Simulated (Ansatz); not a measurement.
Cost and result for the atomization energy of `[AlH2][CH2]Cl` (7 atoms, 6 bonds).

Cartesian coordinates in Å:
```
Al -0.961 0.069 0.574
C 0.787 0.034 -0.332
Cl 0.745 -0.961 -1.822
H -2.204 -0.692 -0.037
H -1.059 0.890 1.931
H 1.573 -0.375 0.307
H 1.119 1.035 -0.622
```

Total charge 0; spin multiplicity 1. The structure was optimised at the PBE0-D4/def2-TZVP level. Program: Ansatz. All runs use 2 threads of an Arm Neoverse V1 on a shared host. Times are those of one run each, without the atoms' runs, and a repeat can differ threefold. Electronic energies, without spin–orbit coupling; frozen cores. CCSD(T)/CBS adds CCSD(T) − MP2 in def2-TZVPP to the MP2 limit, and its time is that of the two runs behind it. T1 = 0.009. B3LYP takes the VWN-RPA correlation (the form of Gaussian; ORCA's B3LYP/G).

CCSD(T)/CBS is a level of theory with its own doubt, some kJ/mol a heavy atom from the limit and from the frozen cores, so smaller differences don't rank the functionals.

```json
{"level": "CCSD(T)/def2-SVP", "functions": "70", "wall time": "1.1 s", "atomization (kcal/mol)": "464.8", "difference from CCSD(T)/CBS": "-29.5", "per bond": "-4.9"}
{"level": "revPBE-D4/def2-TZVPP", "functions": "171", "wall time": "1.9 s", "atomization (kcal/mol)": "486.3", "difference from CCSD(T)/CBS": "-8.0", "per bond": "-1.3"}
{"level": "BLYP-D4/def2-TZVPP", "functions": "171", "wall time": "1.9 s", "atomization (kcal/mol)": "487.3", "difference from CCSD(T)/CBS": "-7.0", "per bond": "-1.2"}
{"level": "PBE-D4/def2-TZVPP (with forces)", "functions": "171", "wall time": "2.2 s", "atomization (kcal/mol)": "495.5", "difference from CCSD(T)/CBS": "1.2", "per bond": "0.2"}
{"level": "PBE0-D4/def2-TZVPP", "functions": "171", "wall time": "2.7 s", "atomization (kcal/mol)": "491.2", "difference from CCSD(T)/CBS": "-3.1", "per bond": "-0.5"}
{"level": "B3LYP-D4/def2-TZVPP (with forces)", "functions": "171", "wall time": "3.4 s", "atomization (kcal/mol)": "491.4", "difference from CCSD(T)/CBS": "-2.9", "per bond": "-0.5"}
{"level": "B2PLYP/def2-TZVPP", "functions": "171", "wall time": "4 s", "atomization (kcal/mol)": "486.2", "difference from CCSD(T)/CBS": "-8.1", "per bond": "-1.4"}
{"level": "PBE-QIDH/def2-TZVPP", "functions": "171", "wall time": "4.2 s", "atomization (kcal/mol)": "489.6", "difference from CCSD(T)/CBS": "-4.7", "per bond": "-0.8"}
{"level": "ωB97X-V/def2-TZVPP", "functions": "171", "wall time": "7.5 s", "atomization (kcal/mol)": "495.7", "difference from CCSD(T)/CBS": "1.4", "per bond": "0.2"}
{"level": "ωB97M-V/def2-TZVPP (with forces)", "functions": "171", "wall time": "10 s", "atomization (kcal/mol)": "495.5", "difference from CCSD(T)/CBS": "1.2", "per bond": "0.2"}
{"level": "MP2/def2-QZVPP", "functions": "317", "wall time": "12 s", "atomization (kcal/mol)": "492.8", "difference from CCSD(T)/CBS": "-1.5", "per bond": "-0.3"}
{"level": "CCSD(T)/def2-TZVPP", "functions": "171", "wall time": "24 s", "atomization (kcal/mol)": "481.0", "difference from CCSD(T)/CBS": "-13.3", "per bond": "-2.2"}
{"level": "CCSD(T)/CBS(def2)", "functions": "–", "wall time": "36 s", "atomization (kcal/mol)": "494.3", "difference from CCSD(T)/CBS": "0.0", "per bond": "0.0"}
```

Leaving LDA and LC-ωPBE aside and taking each functional with its dispersion term where it has one, the values, not all of them listed here, spread over 19.0 kcal/mol, from BHLYP-D4 to B97M-V. LDA lies +61.0 kcal/mol from PBE without D4, its usual overbinding. The D4 term adds +4.5 kcal/mol with B3LYP and +2.3 kcal/mol with PBE0; it sums over pairs of atoms, weighted by their polarisabilities, and B3LYP, whose exchange is more repulsive, gets the larger term. In def2-TZVPP, CCSD(T) changes the Hartree–Fock value by +113.1 kcal/mol (the triples alone add +6.2 kcal/mol) and MP2 by +117.0 kcal/mol; breaking electron pairs costs correlation energy, which Hartree–Fock lacks.
